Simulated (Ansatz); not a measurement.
The cluster MgS₂ (the lowest singlet isomer of a short search) was relaxed with PBE-D4 (def2-TZVP) in Ansatz in these states: neutral quintet, neutral triplet. The geometries follow in no particular order.

A:

| atom | x (Å) | y (Å) | z (Å) |
| --- | --- | --- | --- |
| Mg1 | 0.045 | -0.095 | 1.491 |
| S2 | 0.989 | -0.050 | -0.782 |
| S3 | -1.034 | 0.145 | -0.709 |

B:

```tsv
atom	x (Å)	y (Å)	z (Å)
Mg1	-0.428	1.414	-0.034
S2	0.184	-0.745	-1.211
S3	0.244	-0.669	1.245
```

Question: Judge from the bond lengths which geometry belongs to which state (an estimate).

Answer: A is the neutral triplet (S2–S3 2.034 Å, Mg1–S2 2.463 Å, Mg1–S3 2.463 Å); B is the neutral quintet (S2–S3 2.458 Å, Mg1–S2 2.535 Å, Mg1–S3 2.535 Å).

At PBE0-D4/def2-TZVP a triplet lies 2.91 eV below the neutral quintet. These are the stationary points nearest to one start from a short search; other shapes may lie lower in each state.
